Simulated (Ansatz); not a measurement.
# HSF (triplet): wave-function methods side by side, def2-QZVPP

The task here is to estimate one member of a computed series from the others.

The runs use Ansatz 0.2.0, Gaussian basis; def2-QZVPP, core rule «outside noble gas», up to 6 orbitals frozen.

Plan: UHF; ROHF; CCSD(T) on UHF.

2 further runs of the same task are left out: 2 set aside as unsound or not needed.

## The geometry

The geometry is a PBE0/def2-TZVP stationary point (not a proven minimum) of the parent state, kept for this charge and spin.

3 atoms, charge 0, spin multiplicity 3.

Atoms are counted from 1 here; the program's logs count them from 0.

Bond lengths: F1–S2 1.616 Å, S2–H3 1.347 Å. Angles: F1–S2–H3 96.1°.

Set-up of the first run:

File in.yaml:

```yaml
crystal:
  periodic: [false, false, false]
  atoms:
    - {symbol: F, position_ang: [0.000000, 0.043080, 1.028580]}
    - {symbol: S, position_ang: [0.000000, -0.065184, -0.583802]}
    - {symbol: H, position_ang: [0.000000, 1.261654, -0.815305]}
basis:
  gaussian: {orbitals: "def2-QZVPP.json"}
magnetization: {spin_polarized: true, initial_magnetization: 2}
hamiltonian: {xc: hf}
output: {orbitals: {seedname: orbitals}}
```

Command:

```
$ ansatz run in.yaml --threads 1 --pin off --events-out ev --progress --plain --max-ram 2393MiB
```

Among the steps run: UHF; ROHF; CCSD(T) on UHF.

One table of the session follows, with a row left open; its other results are not shown here.

```
  method  from UCCSD(T) (kJ/mol)
    ROHF                 +1311.1
     UHF                 +1284.6
    UMP2                   +91.9
   UCCSD                       ?
UCCSD(T)                       0
```

Q: Estimate the row for UCCSD from the others.

**Answer.** from UCCSD(T) (kJ/mol): +49.5. In the column «from UCCSD(T) (kJ/mol)» it lies between UCCSD(T) (0) and UMP2 (+91.9).
